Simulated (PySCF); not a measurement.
Compound: C₅H₇O (doublet state).
Cartesian coordinates in Å at the GFN2-xTB level; atoms count from 1:
```xyz
13
C5H7O angstrom
O      2.4434    0.7229    1.3674
C      1.5442    1.1991    0.7475
C      0.5774    0.6555   -0.2168
C      0.4685   -0.8859   -0.3876
C     -1.0481   -0.7766   -0.1876
C     -0.8954    0.6887    0.2486
H      0.7210    1.1794   -1.1636
H      0.9761   -1.4217    0.4114
H      0.8049   -1.2703   -1.3474
H     -1.4731   -1.4442    0.5584
H     -1.6046   -0.8834   -1.1162
H     -0.9868    0.8255    1.3240
H     -1.5318    1.4116   -0.2559
```

The hyperfine couplings belong to this conformer and change with its torsions.

The species is `O=[C]C1CCC1` [radical].

The calculation used UKS B3LYP, pcH-1 on C H O, non-relativistic, mean-field spin-orbit, GIAO in PySCF. Geometry: GFN2-xTB, one conformer, isolated molecule. The geometry wasn't refined by DFT: couplings that depend on bond lengths, twists or pyramidal angles can differ widely from those at the functional's own minimum. Stability of the SCF solution: not tested.

Principal values of hyperfine tensors in MHz (contact and dipolar terms together), for some of the nuclei:

```
atom  isotope       A1      A2      A3
  C3      13C   119.67  121.10  158.23
  O1      17O  -147.25    6.54   13.85
  C4      13C    18.81   19.43   37.74
  C6      13C     9.30   10.29   11.53
  H7       1H   -14.66  -11.31    8.37
 H10       1H     4.49    4.63    7.70
  H8       1H    -7.55   -2.64    2.65
  H9       1H    -1.49    1.54    7.26
```

Give the isotropic coupling of each nucleus in MHz and in mT (g = 2.0006), and the anisotropic part.

a_iso = (A1 + A2 + A3)/3, Ti = Ai − a_iso; 1 mT corresponds to 28.001 MHz.

```tsv
atom	a_iso (MHz)	a_iso (mT)	T1	T2	T3
C3	133.00	4.750	-13.33	-11.90	25.23
O1	-42.29	-1.510	-104.96	48.83	56.13
C4	25.32	0.904	-6.52	-5.89	12.41
C6	10.38	0.371	-1.07	-0.09	1.16
H7	-5.86	-0.209	-8.80	-5.44	14.24
H10	5.61	0.200	-1.12	-0.98	2.09
H8	-2.51	-0.090	-5.04	-0.13	5.16
H9	2.43	0.087	-3.93	-0.90	4.82
```

What spin density at the nucleus of O1 lies behind its contact coupling (g_N = -0.75752)?

a_FC = (2μ0/3) gₑ μB g_N μN ρ(0)/(2S·h) = 800.24 MHz × g_N × ρ(0)/(2S), with ρ in bohr⁻³. With a_FC = -42.29 MHz and 2S = 1, ρ(0) = 0.06976 bohr⁻³. The nuclear moment is negative, so coupling and spin density have opposite signs.

C2 (13C, g_N = 1.40482) isn't in the table. Its spin density at the nucleus is 0.2849 bohr⁻³. What is its contact coupling?

By the same relation, a_FC = 320.3 MHz. Its full tensor has the principal values 268.50, 270.53, 421.78 MHz.

Name the largest traceless tensor T of the table and describe it.

O1: -105.0, 48.8, 56.1 MHz, nearly axial, close to the ratio +1:+1:−2.

What first-order splitting does C4 cause when the field lies along A1, A2 or A3 of its tensor (g taken as isotropic, no quadrupole term)?

2 lines (I = 1/2), spaced by |A_i|/(g × 13.996): 0.67, 0.69, 1.35 mT along the axes of A1, A2 and A3.

Time: 34 s. Hardware: Arm Neoverse V2, one thread, on a shared host.
